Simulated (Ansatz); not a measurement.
fcc Cu, treated with RPBE (Ansatz, a first-principles code, plane waves, PAW).

Run with plane-wave cutoff 520 eV, 26×26×26 k mesh, Fermi–Dirac smearing 0.05 eV, no spin polarisation, scalar-relativistic PAW data made under PBE.

The volume scan:

```json
[
 {"V (Å³/atom)": "11.638", "E − E_lowest (meV/atom)": "19.65", "P (GPa)": "9.00"},
 {"V (Å³/atom)": "11.886", "E − E_lowest (meV/atom)": "8.39", "P (GPa)": "5.64"},
 {"V (Å³/atom)": "12.133", "E − E_lowest (meV/atom)": "2.03", "P (GPa)": "2.66"},
 {"V (Å³/atom)": "12.381", "E − E_lowest (meV/atom)": "0.00", "P (GPa)": "0.02"},
 {"V (Å³/atom)": "12.628", "E − E_lowest (meV/atom)": "1.81", "P (GPa)": "-2.32"},
 {"V (Å³/atom)": "12.876", "E − E_lowest (meV/atom)": "7.03", "P (GPa)": "-4.39"},
 {"V (Å³/atom)": "13.124", "E − E_lowest (meV/atom)": "15.25", "P (GPa)": "-6.22"}
]
```

Problem. Estimate the bulk modulus and its pressure derivative from these points.

Solution. V0 = 12.383 Å³/atom, B0 = 124 GPa, B′ = 5.1 (fit to the energies at full precision).

Measured, for comparison: bulk modulus 144 GPa (0 K value with the zero-point phonon effect removed, sources range from 140 to 145; as tabulated in Mejia-Rodriguez and Trickey (2018), arXiv:1807.09216); equilibrium volume per atom 11.62 Å³/atom (low-temperature or extrapolated to 0 K; zero-point anharmonic expansion removed; as tabulated in Csonka et al. (2009), arXiv:0903.4037). Computed less measured: bulk modulus -14 % (-11 % to -14 % over the range), equilibrium volume per atom +6.5 %.

Computing time: about 60 core-seconds (a rough figure).
